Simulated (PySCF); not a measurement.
C2H4, SMILES C=C, point group D2h.

Force field and properties: B3LYP/pcJ-1 (PySCF, grid level 2). Vibrational terms come from second-order perturbation theory with semi-diagonal cubic constants, by steps of ±0.6 along the normal coordinates of each isotopologue. The parent has the commonest isotopes.

Equilibrium geometry (Å):

| atom | x | y | z |
| --- | --- | --- | --- |
| C1 | -0.6024 | 0.2685 | -0.0730 |
| C2 | 0.6065 | -0.2659 | 0.0442 |
| H3 | -1.3354 | 0.2013 | 0.7227 |
| H4 | -0.9088 | 0.7953 | -0.9694 |
| H5 | 0.9129 | -0.7927 | 0.9406 |
| H6 | 1.3396 | -0.1986 | -0.7514 |

An isotope shift is δ(isotopologue) − δ(parent), that is, the negative of the change in the averaged GIAO shielding; n counts bonds from the nearest label (0: the labelled atom itself). These are computed values; those of heavy atoms are rounded to 5 ppb, about the numerical noise. One-bond deuterium shifts of ¹³C at such levels come out too large, by a quarter to a half.

Problem. What isotope shifts arise with ²H at 3?

Solution. 
| nucleus | n | 0 K (ppb) | 100 K (ppb) |
| --- | --- | --- | --- |
| H3 | 0 | -84 | -84 |
| C1 | 1 | -350 | -350 |
| C2 | 2 | -135 | -140 |
| H4 | 2 | -15 | -15 |
| H5 | 3 | -1 | -1 |
| H6 | 3 | -8 | -8 |

Problem. What isotope shifts arise with ¹³C at 1?

Solution. 
| nucleus | n | 0 K (ppb) | 100 K (ppb) |
| --- | --- | --- | --- |
| C1 | 0 | -30 | -30 |
| C2 | 1 | -40 | -40 |
| H3 | 1 | -2 | -2 |
| H4 | 1 | -2 | -2 |
| H5 | 2 | -1 | -1 |
| H6 | 2 | -1 | -1 |
